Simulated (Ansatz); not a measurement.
**Multireference treatment of CH3N2, doublet**

Computed with Ansatz's Gaussian-basis code (development build). Basis cc-pVTZ, nonrelativistic, 3 orbitals frozen in the corrections. State-specific CASSCF; RHF is the lowest restricted (open-shell) Hartree–Fock solution met. Single-reference values can break down or jump between states where bonds are stretched. No symmetry is imposed, so a solution can break that of the shape. The lowest solution met needn't be the lowest there is, nor hold the orbitals that a chemist would pick.

Geometry:

| atom | x (Å) | y (Å) | z (Å) |
| --- | --- | --- | --- |
| N | 0.0000 | -1.1519 | -0.2685 |
| C | 0.0000 | 0.1761 | -0.3244 |
| N | 0.0000 | 0.8525 | 0.8199 |
| H | 0.0000 | -1.5206 | -1.2277 |
| H | 0.0000 | 0.7017 | -1.2924 |
| H | 0.0000 | 1.8578 | 0.6066 |

Q: What do CASSCF and its corrections give against RHF in CAS(3,3), and what are the occupations?

A: CASSCF -1.438 eV, SC-NEVPT2 -15.346 eV; occupations 1.89, 1.00, 0.11.

Q: How do single-reference totals in the same basis and frozen core stand against SC-NEVPT2 in CAS(3,3)?

A: CCSD(T) -1.234 eV. Coupled cluster stands on the determinant that it favours, which can lie over the RHF solution above, and is in doubt where the occupations are far from 0, 1 and 2.

Q: Roughly how much CPU time does a whole run from the default start take (median of such runs, summed over threads; nearly all runs on one pinned thread of a shared server, mostly Xeon at 2.3 to 2.6 GHz, by a development driver)?

A: CAS(3,3): about 46 s. Other jobs ran beside these, and the count of passes differs.
